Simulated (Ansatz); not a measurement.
Other settings, tried on the cluster SiC₂.

```yaml
crystal:
  periodic: [false, false, false]
  atoms:
    - {symbol: Si, position_ang: [-0.786490, -0.156251, -0.836333]}
    - {symbol: C, position_ang: [0.488087, -0.551059, 0.446424]}
    - {symbol: C, position_ang: [0.298393, 0.707311, 0.389908]}
basis:
  gaussian: {orbitals: pcseg-2, fitting: {mean_field: def2-universal-jkfit}}
magnetization: {spin_polarized: true, initial_magnetization: 2}
hamiltonian: {xc: {name: RPBE}, dispersion: d4, pseudopotentials: {relativity: scalar}}
output: {forces: true}
```

```sh
$ ansatz run in.yaml --threads 4 --pin off --events-out ev --progress --plain --max-ram 3916MiB
```

Output, abridged:

```
Functional definition: RPBE
278 factors; integrals over basis functions are off by at most 7.9e-1 eV
mean field evaluation 1: about -9942.2196 eV, gradient 5.4e1 eV
mean field evaluation 2: about -9754.9650 eV, gradient 1.5e2 eV
mean field evaluation 4: about -9960.5057 eV, gradient 1.1e1 eV
mean field evaluation 8: about -9961.3552 eV, gradient 4.8e-1 eV
mean field evaluation 16: about -9961.3562 eV, gradient 5.9e-5 eV
mean field evaluation 32: about -9960.2743 eV, gradient 2.2e-3 eV
mean field -9961.35617820 eV, -366.0730874991 hartree, gradient 5.8e-5 eV, S^2 2.005227; 4 other end points of the search recorded, 0 dependent functions left out
reference -9961.35621245 eV, -366.0730887578 hartree; 14, 12 occupied and 80, 82 virtual orbitals, 278 factors
Total energy: -9961.60928003 eV, -366.0823888199 hartree
Relativity: scalar
Atom 0 at    -0.786490    -0.156251    -0.836333 Å, force    -0.707320    -0.139576    -0.752042 eV/Å
Atom 1 at     0.488087    -0.551059     0.446424 Å, force     0.836926    -3.130154     0.520662 eV/Å
Atom 2 at     0.298393     0.707311     0.389908 Å, force    -0.129606     3.269730     0.231380 eV/Å
Dipole moment:    -0.211597    -0.042025    -0.225006 e Å
```

Hardware: 4 threads of Arm Neoverse V1 on a shared host. Wall time 1.7 s.
